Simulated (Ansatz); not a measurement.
Species: SiH4, charge -1, multiplicity 2. 
Geometry from a B3LYP-D3(BJ)/def2-TZVP (Ansatz, a program for electronic structure) optimisation:
```xyz
5

Si     0.0439    -0.0677    -0.0187
H     -0.1572     1.1785    -0.8639
H     -0.7457     0.2136     1.2483
H      1.4577     0.4446     0.6093
H     -1.1695    -0.8889    -0.7319
```
Charge -1, spin multiplicity 2.

Give the harmonic wavenumbers at B3LYP-D3(BJ)/def2-TZVP (Ansatz, finite differences of forces, unscaled).

711, 793, 822, 992, 1038, 1341, 1448, 1999, 2002 cm⁻¹. Zero-point energy 15.9 kcal/mol.

From these and the geometry, give the ideal-gas thermochemistry at 298.15 K and 1 atm (rigid rotor, harmonic oscillator).

Point group C2v, rotational symmetry number 2. Rotational constants 108.6, 71.75, 61.83 GHz. S(trans) 36.33, S(rot) 15.77, S(vib) 0.91, S(elec, spin only) 1.38, S 54.4 cal/(mol K). H(298) - H(0) 2.59 kcal/mol; G - E(el) 2.3 kcal/mol.
